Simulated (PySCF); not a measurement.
Species: H4NP.
Atom-mapped SMILES: `[NH:1]=[PH3:2]` (hydrogens: H3 on N1; H4, H5, H6 on P2)

Computed with PySCF at CAM-B3LYP/def2-SVPD, non-relativistic, on one gas-phase PBE0-D3(BJ)/def2-SVP geometry that isn't relaxed in the solvent. The solvent is an IEF-PCM continuum (van der Waals radii × 1.2). Specific hydrogen bonds and non-electrostatic terms are outside this model.

Gas phase at CAM-B3LYP/def2-SVPD: HOMO -8.15 eV, LUMO 1.09 eV, dipole 3.03 D.

Q: What does the continuum do to the energy, the frontier levels and the dipole at CAM-B3LYP/def2-SVPD in chloroform and acetone?

A: 
```json
{"solvent": "chloroform", "ε": "4.711", "E(solvent) − E(gas) (kcal/mol)": "-5.97", "polarisation term (kcal/mol)": "-7.17", "distortion of the solute (kcal/mol)": "1.20", "HOMO (eV)": "-8.19", "LUMO (eV)": "1.40", "dipole (D)": "3.95"}
{"solvent": "acetone", "ε": "20.49", "E(solvent) − E(gas) (kcal/mol)": "-8.15", "polarisation term (kcal/mol)": "-10.41", "distortion of the solute (kcal/mol)": "2.26", "HOMO (eV)": "-8.23", "LUMO (eV)": "1.45", "dipole (D)": "4.29"}
```

The polarisation term is half the interaction of the solute with the surface charges that it induces; the rest is the cost of distorting the solute's density. The sum is the electrostatic part of solvation alone. The atom shares or the degeneracy of the LUMO differ from the gas phase in chloroform and acetone, so that column needn't follow one orbital. From chloroform to acetone the lowering changes by a factor 1.36, Onsager's factor (ε − 1)/(2ε + 1) by 1.30 and ε itself by 4.3.

Q: Which radius a makes the point-dipole formula ΔE = −[(ε − 1)/(2ε + 1)]·μ²/a³ give the value in acetone, with the gas-phase dipole?

A: μ = 1.191 au and |ΔE| = 0.01298 Eh give a = 1.96 Å; the farthest nucleus lies 1.92 Å from the centroid of the nuclei. The formula assumes a rigid point dipole at the centre of a sphere.

Q: How does the static polarisability (CAM-B3LYP/def2-SVPD, frozen core, with the continuum's full static response) change?

A: 
```json
{"medium": "gas", "isotropic (au)": "36.3", "principal values (au)": "32.1, 32.8, 43.9", "⟨r²⟩ of the electrons (bohr²)": "131.8"}
{"medium": "chloroform", "isotropic (au)": "45.0", "principal values (au)": "39.5, 40.9, 54.5", "⟨r²⟩ of the electrons (bohr²)": "131.8"}
{"medium": "acetone", "isotropic (au)": "48.5", "principal values (au)": "42.6, 44.4, 58.4", "⟨r²⟩ of the electrons (bohr²)": "131.8"}
```

The isotropic value in acetone is 1.34 times the gas-phase one; no cavity-field correction is applied. ⟨r²⟩ is taken about the centre of nuclear charge.
